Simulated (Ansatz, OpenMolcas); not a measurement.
# Worked example: the enthalpy of formation of C2H4Si (ethynylsilane)

C2H4Si: 7 atoms, total charge 0, spin state singlet. As SMILES, `C#C[SiH3]`. The shape is that of a PBE0-D4/def2-TZVP optimisation.

Total energies at PBE0/6-311+G** (OpenMolcas 26.06); the atoms run unrestricted:

```tsv
species	state	energy (Eh)
C2H4Si	singlet	-367.835499
C	triplet	-37.802971
Si	triplet	-289.250667
H	doublet	-0.501038
```

Harmonic wavenumbers at PBE0-D4/def2-TZVP, in cm⁻¹: 232, 232, 640, 680, 680, 730, 730, 928, 942, 942, 2165, 2243, 2246, 2246, 3466.

Measured heats of formation of the gaseous atoms at 298.15 K, in kJ/mol: C 716.9, Si 450.0, H 218.0. Spin-orbit lowering of the atoms at 298 K (mean of the ground term's levels less their thermal mean, from spectra), in kJ/mol: C 0.02, Si 0.44. Take 1 Eh = 2625.50 kJ/mol, 1 cm⁻¹ = 0.0119627 kJ/mol, RT = 2.479 kJ/mol.

Work out the heat of formation of the gas at 298 K.


1. Electronic atomisation energy: 2 × (-37.802971) + (-289.250667) + 4 × (-0.501038) − (-367.835499) = 0.974738 Eh = 2559.2 kJ/mol.
2. Zero-point energy: half the sum of the wavenumbers, 9551 cm⁻¹ = 114.3 kJ/mol.
3. Thermal vibrational enthalpy, Σ hcν̃/(exp(hcν̃/kT) − 1): 4.6 kJ/mol. Translation, rotation and pV of a non-linear molecule: 4 RT = 9.9 kJ/mol.
4. The 7 free atoms carry 5/2 RT each: 43.4 kJ/mol.
5. Spin-orbit coupling lowers the free atoms by 2 × 0.02 + 0.44 = 0.5 kJ/mol.
6. Atomisation enthalpy at 298 K: 2559.2 − 0.5 − 114.3 − 4.6 − 9.9 + 43.4 = 2473.3 kJ/mol.
7. Sum of the atoms' heats of formation: 2755.8 kJ/mol. Heat of formation: 2755.8 − 2473.3 = +282.5 kJ/mol.

No measured value is set beside it here. Anharmonicity and any spin-orbit splitting of the molecule are left out.
